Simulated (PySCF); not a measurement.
Computed with PBE-D3(BJ)/def2-TZVP // PBE0-D4/def2-TZVP in PySCF. Isolated molecules, 0 K electronic values unless said otherwise. 

Reference species (SMILES): `[CH2]C` (neutral, multiplicity 2).

```
Item                             Result
-----------------------------  --------
highest occupied spin orbital  -4.54 eV
```

Changed species: `[NH2]` (radical fragment; the reference has radical fragment).

Task: Predict the effect on the highest occupied spin orbital.

Result: the highest occupied spin orbital drops by 2.52 eV, to -7.06 eV.
